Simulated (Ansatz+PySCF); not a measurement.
The numbers below are computed, except where a source is named.
Input for Ansatz (development build ahead of 0.2.0):

```yaml
crystal:
  periodic: [false, false, false]
  atoms:
    - { symbol: B, position_ang: [0.0, 0.0, 0.0] }
    - { symbol: O, position_ang: [0.96214, 1.28286, 2.77747] }
basis:
  gaussian: { orbitals: STO-3G }
magnetization:
  initial_magnetization: 1
hamiltonian:
  xc: hf
correlation:
  method: fci
  frozen_orbitals: { B: 1, O: 1 }
```

The input is written out in the form of the current development build from the run's settings.

Output:

- Converged: yes
- Total energy: -97.99467 hartree
- State: lowest doublet root, of any spatial symmetry
